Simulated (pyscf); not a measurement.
One addition across a multiple bond or ene-type step on the singlet surface with elements of a group swapped. CCSD(T)/def2-TZVPP + ΔMP2(QZVPP), eV, from the separated reactants. PySCF, gas phase, ωB97X-D3(BJ)/def2-SVP geometries. MP2 and CC: frozen core, UHF for open shells. ΔMP2 is the change of the MP2 total energy from the triple- to the quadruple-zeta basis.

```
step                          barrier  reaction energy  imaginary mode (i cm⁻¹)
----------------------------  -------  ---------------  -----------------------
HAs=AsH + H₂O -> HO–AsH–AsH₂     1.12            -0.30                     1460
HP=PH + H₂O -> HO–PH–PH₂          ___              ___                     1442
```

Question: Fill in the missing entries.

Answer: 
- HP=PH + H₂O -> HO–PH–PH₂, barrier: 1.08
- HP=PH + H₂O -> HO–PH–PH₂, reaction energy: -0.81

Each row is the saddle that its search found. The CCSD(T) − MP2 part came from Ansatz, without density fitting, on the same reference. The frozen core leaves the outer d or s,p core shells of the metals and heavy elements correlated in the MP2 and CC values, and def2-TZVPP describes them poorly, which can shift differences by a few kcal/mol. Elements up to Kr have no core potential and no relativistic terms here.
